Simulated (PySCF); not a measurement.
**AlF + 3 HF → AlH₃ + 2 F₂**

Level: PBE0 in the def2-TZVP basis family, all electrons, no relativity, computed in PySCF with density fitting; open shells unrestricted.

```
species              state and structure      E (Eh)  ZPE (kJ/mol)  H(298 K) − H(0) (kJ/mol)  S° (J/(mol K))
    AlF       singlet, C∞v, Al–F 1.664 Å  -342.17359           4.7                       8.9           215.2
     HF        singlet, C∞v, H–F 0.920 Å  -100.39188          24.9                       8.7           173.6
   AlH₃  singlet, D3h, Al–H 1.586 Å (×3)  -244.07875          48.3                      10.6           207.5
     F₂        singlet, D∞h, F–F 1.376 Å  -199.40856           6.6                       8.7           201.9
```

**Question.** What is the electronic reaction energy?

**Answer.** At PBE0/def2-TZVP, ΔE = 1190.3 kJ/mol from the differences of the total energies times 2625.5, uphill. 

**Question.** Add zero-point, thermal and entropy terms for 298.15 K and 1 bar.

**Answer.** ΔZPE = -17.9 and Δ[H(298) − H(0)] = -7.0 kJ/mol give ΔH° = 1165.4 kJ/mol. ΔS° = -124.7 J/(mol K), so ΔG° = 1165.4 − 298.15 × (-0.1247) = 1203 kJ/mol.

The structures come from searches over a few start shapes, so lower isomers are not excluded.
